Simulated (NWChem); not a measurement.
All runs are NWChem calculations. System: Al (-1), charge -1, spin multiplicity 3. Its SCF solution wasn't tested for a lower state. Level: ROCCSD(T)/def2-SVPD, 5 core orbitals frozen.

Input file:

```
start mol
memory heap 100 mb stack 700 mb global 1900 mb
charge -1
geometry units angstroms nocenter noautoz
  Al     0.000000     0.000000     0.000000
  symmetry group D2h
end
basis spherical
  * library def2-svpd
end
scf
  rohf
  nopen 2
  maxiter 100
  thresh 1e-7
  semidirect memsize 60000000 filesize 0
  # guess.movecs holds the orbitals of an unrestricted PBE0 run
  vectors input guess.movecs output mol.movecs
end
tce
  freeze core 5
  ccsd(t)
  2eorb
  2emet 13
  thresh 1e-6
  maxiter 100
  tilesize 24
end
task tce energy
```

Output (cleaned and shortened):

```
             Northwest Computational Chemistry Package (NWChem) 7.3.0
             --------------------------------------------------------

                                NWChem Input Module
                                -------------------

 Scaling coordinates for geometry "geometry" by  1.889725989
 (inverse scale =  0.529177249)

                             Geometry "geometry" -> ""
                             -------------------------

 Output coordinates in angstroms (scale by  1.889725989 to convert to a.u.)

  No.       Tag          Charge          X              Y              Z
 ---- ---------------- ---------- -------------- -------------- --------------
    1 Al                  13.0000     0.00000000     0.00000000     0.00000000

 Effective nuclear repulsion energy (a.u.)       0.0000000000

            Nuclear Dipole moment (a.u.)
            ----------------------------
        X                 Y               Z
 ---------------- ---------------- ----------------
     0.0000000000     0.0000000000     0.0000000000

      Symmetry information
      --------------------

 Group name             D2h
 Group number             26
 Group order               8
 No. of unique centers     1

      Symmetry unique atoms

     1


 Summary of "ao basis" -> "" (spherical)
 ------------------------------------------------------------------------------
       Tag                 Description            Shells   Functions and Types
 ---------------- ------------------------------  ------  ---------------------
 *                         def2-svpd                  on all atoms

 Summary of "ao basis" -> "ao basis" (spherical)
 ------------------------------------------------------------------------------
       Tag                 Description            Shells   Functions and Types
 ---------------- ------------------------------  ------  ---------------------
 Al                        def2-svpd                10       24   5s3p2d

                                 NWChem SCF Module
                                 -----------------

  ao basis        = "ao basis"
  functions       =    24
  atoms           =     1
  closed shells   =     6
  open shells     =     2
  charge          =  -1.00
  wavefunction    = ROHF
  use symmetry    = T
  symmetry adapt  = T

 Summary of "ao basis" -> "ao basis" (spherical)
 ------------------------------------------------------------------------------
       Tag                 Description            Shells   Functions and Types
 ---------------- ------------------------------  ------  ---------------------
 Al                        def2-svpd                10       24   5s3p2d

      Symmetry analysis of basis
      --------------------------

        ag          9
        au          0
        b1g         2
        b1u         3
        b2g         2
        b2u         3
        b3g         2
        b3u         3

 Forming initial guess at       0.0s

      Symmetry analysis of molecular orbitals - initial
      -------------------------------------------------

  Numbering of irreducible representations:

     1 ag          2 au          3 b1g         4 b1u         5 b2g
     6 b2u         7 b3g         8 b3u

  Orbital symmetries:

     1 ag          2 ag          3 b1u         4 b3u         5 b2u
     6 ag          7 b3u         8 b2u         9 b1u        10 ag
    11 b1g        12 ag         13 b2g        14 b3g        15 ag
    16 ag         17 b3u        18 b2u

 Starting SCF solution at       0.0s
[...]
 Vector   11  Occ=0.000000D+00  E= 3.238779D-01  Symmetry=ag
              MO Center= -2.0D-17, -2.1D-17,  1.3D-16, r^2= 9.2D+00
   Bfn.  Coefficient  Atom+Function         Bfn.  Coefficient  Atom+Function
  ----- ------------  ---------------      ----- ------------  ---------------
    22      0.995851  1 Al d  0               4      0.220263  1 Al s
     5     -0.185229  1 Al s

 center of mass
 --------------
 x =   0.00000000 y =   0.00000000 z =   0.00000000

 moments of inertia (a.u.)
 ------------------
           0.000000000000           0.000000000000           0.000000000000
           0.000000000000           0.000000000000           0.000000000000
           0.000000000000           0.000000000000           0.000000000000

  Mulliken analysis of the total density
  --------------------------------------

    Atom       Charge   Shell Charges
 -----------   ------   -------------------------------------------------------
    1 Al  13    14.00   2.00  1.99  1.10  0.64  0.26  5.93  0.44  1.63 -0.00  0.00

 Mulliken analysis of the open-shell density
 -------------------------------------------

    Atom       Charge   Shell Charges
 -----------   ------   -------------------------------------------------------
    1 Al  13     2.00   0.00  0.00  0.00 -0.00 -0.00  0.01  0.36  1.63  0.00  0.00

       Multipole analysis of the density wrt the origin
       ------------------------------------------------

     L   x y z        total         open         nuclear
     -   - - -        -----         ----         -------
     0   0 0 0     -1.000000     -2.000000     13.000000

     1   1 0 0     -0.000000     -0.000000      0.000000
     1   0 1 0      0.000000      0.000000      0.000000
     1   0 0 1     -0.000000     -0.000000      0.000000

     2   2 0 0    -19.288239    -11.545398      0.000000
     2   1 1 0      0.000000      0.000000      0.000000
     2   1 0 1     -0.000000     -0.000000      0.000000
     2   0 2 0    -19.288239    -11.545398      0.000000
     2   0 1 1      0.000000     -0.000000      0.000000
     2   0 0 2    -13.276635     -5.772699      0.000000

                   NWChem Extensible Many-Electron Theory Module
                   ---------------------------------------------


            General Information
            -------------------
      Number of processors :     1
         Wavefunction type : Restricted open-shell Hartree-Fock
          No. of electrons :    14
           Alpha electrons :     8
            Beta electrons :     6
           No. of orbitals :    48
            Alpha orbitals :    24
             Beta orbitals :    24
        Alpha frozen cores :     5
         Beta frozen cores :     5
     Alpha frozen virtuals :     0
      Beta frozen virtuals :     0
         Spin multiplicity : triplet
    Number of AO functions :    24
       Number of AO shells :    10
        Use of symmetry is : on
      Symmetry adaption is : on
         Schwarz screening : 0.10D-09

          Correlation Information
          -----------------------
          Calculation type : Coupled-cluster singles & doubles w/ perturbation
   Perturbative correction : (T)
            Max iterations :      100
        Residual threshold : 0.10D-05
     T(0) DIIS level shift : 0.00D+00
     L(0) DIIS level shift : 0.00D+00
     T(1) DIIS level shift : 0.00D+00
     L(1) DIIS level shift : 0.00D+00
     T(R) DIIS level shift : 0.00D+00
     T(I) DIIS level shift : 0.00D+00
   CC-T/L Amplitude update :  5-th order DIIS
                I/O scheme : Global Array Library
        L-threshold :  0.10D-05
        EOM-threshold :  0.10D-05
 no EOMCCSD initial starts read in
 TCE RESTART OPTIONS
 SLICE:      F
 D4D5:       F
 quantumc:   F
 qrotation:  F
 pwtce:      F
 qducc:      F
 nacto:                         0
 nrotv:                         0
 nrot:                          0

            Memory Information
            ------------------
          Available GA space size is     249035648 doubles
          Available MA space size is     104855900 doubles

 Maximum block size supplied by input
 Maximum block size        24 doubles

 tile_dim =      6

 -------------------------------------------------

 Global array virtual files algorithm will be used

 Parallel file system coherency ......... OK

 4-electron integrals stored in orbital form

 v2    file size   =             4790
 4-index algorithm nr.  13 is used
 imaxsize =       30
 imaxsize ichop =        0


CCSD iterations
 ---------------------------------------------------------
 Iter          Residuum       Correlation     Cpu    Wall
 ---------------------------------------------------------
    1   0.0487670177082  -0.0483590446028     0.0     0.0
    2   0.0183486829739  -0.0561865813279     0.0     0.0
    3   0.0092601945934  -0.0581730287947     0.0     0.0
    4   0.0051166410714  -0.0589243807949     0.0     0.0
    5   0.0029299498058  -0.0592708441830     0.0     0.0
    6   0.0002191144202  -0.0596705761881     0.0     0.0
    7   0.0000855327267  -0.0596599904883     0.0     0.0
    8   0.0000413715294  -0.0596617177992     0.0     0.0
    9   0.0000220579151  -0.0596620197826     0.0     0.0
   10   0.0000122325044  -0.0596622932109     0.0     0.0
   11   0.0000016408189  -0.0596625706516     0.0     0.0
   12   0.0000006168652  -0.0596627716981     0.1     0.1
 -----------------------------------------------------------------
 Iterations converged
 CCSD correlation energy / hartree =        -0.059662771698124
 CCSD total energy / hartree       =      -241.830893413943244

 Singles contributions

 Doubles contributions
    10b1u (alpha)    10b1u (beta ) ---     6ag  (alpha)     6ag  (beta )       -0.1209408925
 CCSD(T)
 Using plain CCSD(T) code
             total no. of tasks          446
 total no. of tasks / no. procs          446
                         wl_min            1           1.0
                         wl_max          216           2.4
        thresh for no. of tasks          446

 CCSD[T]  correction energy / hartree =        -0.001878138440776
 CCSD[T] correlation energy / hartree =        -0.061540910138900
 CCSD[T] total energy / hartree       =      -241.832771552384031
 CCSD(T)  correction energy / hartree =        -0.001886157448783
 CCSD(T) correlation energy / hartree =        -0.061548929146907
 CCSD(T) total energy / hartree       =      -241.832779571392024

 Task  times  cpu:        0.7s     wall:        0.7s

 Total times  cpu:        0.7s     wall:        0.7s
```
